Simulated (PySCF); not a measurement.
Task: What does the GFN2-xTB structure of InChI=1S/C4H8S/c1-3-2-4(3)5/h3-5H,2H2,1H3/p-1/t3-,4-/m1/s1 look like in three dimensions? (Charge -1.)

Result: 
```
atom  x, y, z in Å
C1     1.512   -0.127    0.011
C2     0.090   -0.046    0.513
C3    -1.012   -0.710   -0.268
C4    -0.940    0.795   -0.194
S5    -2.136    1.745    0.693
H6     1.977   -1.078    0.289
H7     2.114    0.681    0.429
H8     1.535   -0.042   -1.075
H9     0.002   -0.097    1.594
H10   -0.751   -1.204   -1.198
H11   -1.797   -1.205    0.286
H12   -0.592    1.287   -1.105
```

Orientation and origin are arbitrary. Atoms count from 1 in this order. Of the pairs four or more bonds apart, H8···H12 is among the closest relative to their van der Waals radii: 2.51 Å, 105 % of the sum of Bondi's values. The 3-membered ring C2–C3–C4 has internal angles of 59.9° to 60.1°.

Bonds between heavy atoms (Å): C1–C2 1.510, C2–C3 1.505, C3–C4 1.508, C4–S5 1.766, C2–C4 1.506.

Computed geometry: GFN2-xTB, gas phase.

Point group: C1 (no symmetry element, even within 0.4 Å). GFN2-xTB frequencies: not computed here.
